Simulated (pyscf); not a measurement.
Structures and frequencies: ωB97X-D3(BJ)/def2-SVP in PySCF. MP2 and CC: frozen core, UHF for open shells. ΔMP2 is the change of the MP2 total energy from the triple- to the quadruple-zeta basis.

**Question.** List the bond dissociation enthalpies at 298 K of disilane (H₃Si–SiH₃) from CCSD(T)/def2-TZVPP + ΔMP2(QZVPP), from the weakest bond up.

**Answer.** Si–Si to SiH₃• + SiH₃•: 75.8 kcal/mol; H–Si to •H₂Si–SiH₃ + H•: 88.8 kcal/mol. Ring and multiple bonds, and those that leave no two simple radicals, are not listed. Other isomers of •H₂Si–SiH₃ were not searched in full and may lie lower. The CCSD(T) − MP2 part came from Ansatz, without density fitting, on the same reference.
